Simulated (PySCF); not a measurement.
Level of theory: PBE-D3(BJ)/def2-TZVP // TPSS-D3(BJ)/def2-SVP run with PySCF 2.14.0. All species are isolated molecules in the gas phase. 

Reference species (SMILES): `[NH2]` (neutral, multiplicity 2).

* **dipole moment**: 1.91 D
* **highest occupied spin orbital**: -7.17 eV

Changed species: `[OH]` (free radical OH; the reference has free radical NH2).

Give the shifts of the dipole moment and highest occupied spin orbital.

the dipole moment falls by 0.18 D, to 1.73 D; the highest occupied spin orbital rises by 0.03 eV, to -7.14 eV.
